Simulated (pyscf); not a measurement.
O=AsH + SiH₄ → HO–AsH₂ + SiH₂ [singlet] (concerted two-bond exchange; singlet surface; H–Si, H–Si broken, H–O, As–H formed). PySCF, gas phase, ωB97X-D3(BJ)/def2-SVP geometries. MP2 and CC: frozen core, UHF for open shells. ΔMP2 is the change of the MP2 total energy from the triple- to the quadruple-zeta basis. Energies in kcal/mol from the separated reactants.

```
level                             barrier  reaction energy
--------------------------------  -------  ---------------
ωB97X-D3(BJ)/def2-TZVP               23.0            +19.5
PBE/def2-TZVP                        15.5            +21.8
r²SCAN/def2-TZVP                     17.7            +22.8
PBE0-D3(BJ)/def2-TZVP                16.8            +17.8
HF/def2-TZVP                         41.9            +11.4
MP2/def2-QZVPP                       26.2            +25.0
CCSD(T)/def2-TZVPP + ΔMP2(QZVPP)     26.2            +19.7
```

On the product side the descent ends in a bound adduct, 15.2 kcal/mol under the separated species and 18.7 kcal/mol under the saddle at ωB97X-D3(BJ)/def2-TZVP. At PBE, r²SCAN, PBE0-D3(BJ) the saddle lies under the separated products, which points to a path from their complex (located at ωB97X-D3(BJ) alone), and parting the products costs more than the saddle. The same reactants have a lower exit, to H₃Si–O–AsH₂ (barrier +6.1 kcal/mol at ωB97M-D3(BJ), against +24.5 kcal/mol here). O=AsH lies 7.5 kcal/mol over its isomer HO–As: [triplet] (electronic energy, ωB97M-D3(BJ)). This is the saddle that the search found; another between the same sides may lie lower. The CCSD(T) − MP2 part came from Ansatz, without density fitting, on the same reference. The frozen core leaves the outer d or s,p core shells of the metals and heavy elements correlated in the MP2 and CC values, and def2-TZVPP describes them poorly, which can shift differences by a few kcal/mol. Elements up to Kr have no core potential and no relativistic terms here.
